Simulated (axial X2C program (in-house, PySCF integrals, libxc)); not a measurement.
# Estimating the spin–orbit splitting of the π levels of Cl₂

Computed with an axial X2C code built on PySCF integrals. Spin-free means the one-electron spin-free X2C Hamiltonian; two-component (2c) means X2C with spin–orbit coupling and atomic mean-field two-electron Coulomb and Gaunt terms, so the difference of the two also holds small scalar two-electron terms. Basis: Cl dyall-v2z [6s6p1d] (cores contracted in-house); Gaussian nuclei, density fitting, unrestricted open shells. Masses: Cl 34.969 u.

Hartree–Fock at 2.023 Å, closed shell. Valence p splittings ε(p3/2) − ε(p1/2) of spherical Dirac–Hartree–Fock atoms with fractionally filled p shells: Cl 3p 0.136 eV.

| filled π level (eV), spin-free | Cl p share |
| --- | --- |
| -15.33 | 0.99 |
| -12.16 | 1.00 |

In first order a p shell splits by 3ζ/2 and a π orbital by ζ. Estimate the splitting of each π level from the shares.

level -15.33 eV: (2/3) × (0.99 × 0.136) = 0.09 eV; level -12.16 eV: (2/3) × (1.00 × 0.136) = 0.09 eV.

The two-component Hartree–Fock calculation gives:

```
ε(ω = 1/2) (eV)  σ share of it  ε(ω = 3/2) (eV)  splitting (eV)  estimate (eV)
        -15.367           0.00          -15.282            0.09           0.09
        -12.205           0.00          -12.106            0.10           0.09
```

The estimate leaves out the mixing of π1/2 with σ1/2 levels, which pushes the ω = 1/2 spinor up or down, the d and f parts of the orbital, small shares of the strongly split outer-core p shell of a metal, the Gaunt term (absent from the atomic values), and the change of the atomic p orbitals with charge; Löwdin shares depend on the basis.
